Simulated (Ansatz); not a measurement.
**Si2H6O (disilanol): PBE/def2-SVPD**

What is the vertical ionisation energy of Si2H6O (disilanol) at PBE/def2-SVPD? 

The calculation is run with Ansatz 0.2.0.

30 further runs of the same task are left out: 30 set aside as unsound or not needed.

## Step 1: The structure to begin with

Si2H6O: 9 atoms, total charge 0, spin state singlet. As SMILES, `O[SiH2][SiH3]`. The coordinates come from a PBE0-D4/def2-TZVP relaxation. This is one conformer, not always the lowest.

Bond lengths: O1–Si2 1.654 Å, Si2–Si3 2.347 Å, O1–H4 0.958 Å, Si2–H5 1.493 Å, Si2–H6 1.484 Å, Si3–H7 1.489 Å, Si3–H8 1.491 Å, Si3–H9 1.488 Å. Some angles: O1–Si2–Si3 112.4°, O1–Si2–H5 111.3°, O1–Si2–H6 105.5°, Si3–Si2–H5 108.5°, Si3–Si2–H6 110.6°, Si2–O1–H4 117.6°, Si2–Si3–H7 110.0°, Si2–Si3–H8 110.1°, Si2–Si3–H9 111.4°, H5–Si2–H6 108.5°.

## Step 2: A single-point energy at PBE/def2-SVPD

The input, in.yaml:

```yaml
crystal:
  periodic: [false, false, false]
  atoms:
    - {symbol: O, position_ang: [-1.609000, 1.039900, -0.762000]}
    - {symbol: Si, position_ang: [0.004800, 0.933100, -0.415900]}
    - {symbol: Si, position_ang: [0.544200, -1.038400, 0.738600]}
    - {symbol: H, position_ang: [-1.996600, 0.341400, -1.290800]}
    - {symbol: H, position_ang: [0.830600, 0.994500, -1.657800]}
    - {symbol: H, position_ang: [0.311400, 2.125200, 0.413000]}
    - {symbol: H, position_ang: [2.012900, -1.104800, 0.974500]}
    - {symbol: H, position_ang: [0.146200, -2.228200, -0.066200]}
    - {symbol: H, position_ang: [-0.156000, -1.109100, 2.049500]}
basis:
  gaussian:
    orbitals: def2-SVPD
hamiltonian:
  xc: pbe
accuracy: high
output:
  orbitals: {seedname: orbitals}
```

Launch:

```bash
$ ansatz run in.yaml --threads 1 --pin off --max-ram 3480MiB --events-out events.jsonl --progress --plain --runs-dir runs
```

Output:

```text
Warning: RAYON_NUM_THREADS=1 ignored (pool sized by the plan → 1); use --threads N
Functional definition: PBE
  name "PBE"
  parameter kappa = 0.804
  parameter beta = 0.06672455060314922
  exchange = pbe_x(kappa = kappa, mu = beta*pi^2/3)
  correlation = pbe_c(beta = beta)
2341 factors; integrals over basis functions are off by at most 3.8e-9 eV
mean field evaluation 1: about -17877.4111 eV, gradient 5.8e1 eV
mean field evaluation 2: about -17838.0581 eV, gradient 1.4e2 eV
mean field evaluation 4: about -17883.5785 eV, gradient 4.9e0 eV
mean field evaluation 8: about -17883.6725 eV, gradient 5.5e-2 eV
mean field evaluation 16: about -17883.6725 eV, gradient 6.8e-6 eV
mean field -17883.67253189 eV, -657.2128435583 hartree, gradient 4.7e-8 eV, S^2 0.000000; 0 other end points of the search recorded, 0 dependent functions left out
reference -17883.67253675 eV, -657.2128437371 hartree; 21, 21 occupied and 98, 98 virtual orbitals, 2341 factors
Total energy: -17883.67253675 eV, -657.2128437371 hartree
```

Run time: 9.9 s. Hardware: 1 thread of Arm Neoverse V1, shared host; peak memory 0.34 GiB.

## Step 3: The doublet cation at the same level

The input, molecule.yaml:

```yaml
crystal:
  periodic: [false, false, false]
  atoms:
    - {symbol: O, position_ang: [-1.609000, 1.039900, -0.762000]}
    - {symbol: Si, position_ang: [0.004800, 0.933100, -0.415900]}
    - {symbol: Si, position_ang: [0.544200, -1.038400, 0.738600]}
    - {symbol: H, position_ang: [-1.996600, 0.341400, -1.290800]}
    - {symbol: H, position_ang: [0.830600, 0.994500, -1.657800]}
    - {symbol: H, position_ang: [0.311400, 2.125200, 0.413000]}
    - {symbol: H, position_ang: [2.012900, -1.104800, 0.974500]}
    - {symbol: H, position_ang: [0.146200, -2.228200, -0.066200]}
    - {symbol: H, position_ang: [-0.156000, -1.109100, 2.049500]}
basis:
  gaussian:
    orbitals: def2-SVPD
accuracy: high
output:
  orbitals: {seedname: orbitals}
hamiltonian:
  xc: {name: PBE}
magnetization:
  spin_polarized: true
  initial_magnetization: 1
total_charge: 1
```

Launch:

```bash
$ ansatz run molecule.yaml --threads 1 --pin off --max-ram 3480MiB --events-out events.jsonl --progress --plain --runs-dir runs
```

Output, shortened:

```text
Warning: RAYON_NUM_THREADS=1 ignored (pool sized by the plan → 1); use --threads N
[... 6 set-up lines as earlier in the session ...]
2341 factors; integrals over basis functions are off by at most 3.8e-9 eV
mean field evaluation 1: about -17859.6420 eV, gradient 6.2e1 eV
mean field evaluation 2: about -17705.3585 eV, gradient 1.4e2 eV
mean field evaluation 4: about -17870.5849 eV, gradient 2.1e1 eV
mean field evaluation 8: about -17873.9949 eV, gradient 5.4e-1 eV
mean field evaluation 16: about -17873.9923 eV, gradient 5.8e-4 eV
mean field evaluation 32: about -17871.6518 eV, gradient 8.3e0 eV
mean field -17873.99228607 eV, -656.8571010859 hartree, gradient 3.2e-8 eV, S^2 0.752210; 3 other end points of the search recorded, 0 dependent functions left out
reference -17873.99229143 eV, -656.8571012829 hartree; 21, 20 occupied and 98, 99 virtual orbitals, 2341 factors
Total energy: -17873.99229143 eV, -656.8571012829 hartree
```

Wall time 19 s (1 thread of Arm Neoverse V1, shared host); peak memory 0.45 GiB.

## Step 4: Summary of results

At PBE/def2-SVPD:

| quantity | value |
| --- | --- |
| singlet Si2H6O: total energy | -657.21284 Eh |
| singlet Si2H6O: HOMO energy | -6.68 eV |
| singlet Si2H6O: LUMO energy | -1.33 eV |
| singlet Si2H6O: HOMO–LUMO gap | 5.35 eV |
| doublet cation: total energy | -656.85710 Eh |
| doublet cation: HOMO energy (highest over α and β) | -13.58 eV |
| doublet cation: LUMO energy (lowest over α and β) | -12.68 eV |
| doublet cation: ⟨S²⟩ | 0.752 |
| vertical ionisation energy (to the doublet cation) | 9.680 eV |

**Reading.** Removing an electron at fixed nuclei costs 9.68 eV (223 kcal/mol). −ε(HOMO) before ionisation, 6.68 eV, is 3.00 eV below this ionisation energy.
